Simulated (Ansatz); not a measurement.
Density of states of CoSn (P6/mmm, a = 5.243 Å, b = 5.243 Å, c = 4.184 Å, α = 90.00°, β = 90.00°, γ = 120.00°), in states per eV and primitive cell, averaged over bins of 0.5 eV. Computed with Ansatz 0.2.0, DFT r2SCAN, scalar-relativistic, plane waves, PAW.

Plane waves to 500 eV, a k mesh through Γ of 12×12×8 on the computed 6-atom cell and Gaussian smearing (0.10 eV); no spin polarisation.

The cell is relaxed at this level. The states (both spins) are summed by tetrahedra on a 18×18×12 mesh at the self-consistent density. Energies are bin centres; the table starts no lower than −8 eV and ends at 6 eV, or lower where the solved bands end.

It is a metal at this level.

| E − E_F (eV) | total | Co 3d | Sn 5p | Sn 5s | Co 4s |
| --- | --- | --- | --- | --- | --- |
| -7.80 | 1.71 | 0.14 | 0.30 | 1.13 | 0.11 |
| -7.30 | 1.74 | 0.22 | 0.23 | 1.18 | 0.07 |
| -6.80 | 0.61 | 0.09 | 0.10 | 0.37 | 0.04 |
| -6.30 | 0.60 | 0.08 | 0.19 | 0.22 | 0.08 |
| -5.80 | 0.87 | 0.11 | 0.39 | 0.20 | 0.14 |
| -5.30 | 1.53 | 0.25 | 0.88 | 0.17 | 0.19 |
| -4.80 | 2.25 | 0.46 | 1.32 | 0.18 | 0.23 |
| -4.30 | 2.22 | 0.60 | 1.19 | 0.19 | 0.19 |
| -3.80 | 3.61 | 1.46 | 1.58 | 0.26 | 0.23 |
| -3.30 | 3.23 | 1.67 | 1.25 | 0.13 | 0.12 |
| -2.80 | 6.29 | 3.70 | 2.21 | 0.13 | 0.12 |
| -2.30 | 8.00 | 5.74 | 1.89 | 0.06 | 0.13 |
| -1.80 | 10.72 | 8.93 | 1.43 | 0.05 | 0.05 |
| -1.30 | 6.32 | 5.82 | 0.28 | 0.01 | 0.03 |
| -0.80 | 9.79 | 9.22 | 0.25 | 0.09 | 0.08 |
| -0.30 | 10.84 | 9.81 | 0.64 | 0.16 | 0.07 |
| 0.20 | 2.21 | 1.41 | 0.63 | 0.08 | 0.03 |
| 0.70 | 4.20 | 2.79 | 1.13 | 0.18 | 0.03 |
| 1.20 | 3.40 | 1.81 | 1.19 | 0.26 | 0.05 |
| 1.70 | 2.22 | 0.95 | 0.93 | 0.18 | 0.06 |
| 2.20 | 2.14 | 0.70 | 0.98 | 0.29 | 0.06 |
| 2.70 | 1.85 | 0.50 | 0.84 | 0.34 | 0.08 |
| 3.20 | 2.42 | 0.51 | 1.19 | 0.39 | 0.16 |
| 3.70 | 2.51 | 0.44 | 1.27 | 0.31 | 0.25 |
| 4.20 | 2.72 | 0.40 | 1.49 | 0.22 | 0.30 |
| 4.70 | 2.90 | 0.33 | 1.46 | 0.18 | 0.48 |
| 5.20 | 3.14 | 0.28 | 1.68 | 0.17 | 0.50 |
| 5.70 | 1.96 | 0.17 | 0.97 | 0.09 | 0.39 |

The columns after the total are the main Löwdin projections on the occupied valence shells of the potentials; 2 others are left out. The rest of the total lies in those, in shells that are empty in the free atom, which aren't projected, and between the atoms.

A ferromagnetic start lost its moments in a first run, so spin was left out; other magnetic orders weren't tried.

Whether CoSn exists in this form wasn't checked.

Cost: 1 run of about 3.2 core-minutes, on Intel Xeon Platinum 8375C (Ice Lake) (shared hosts).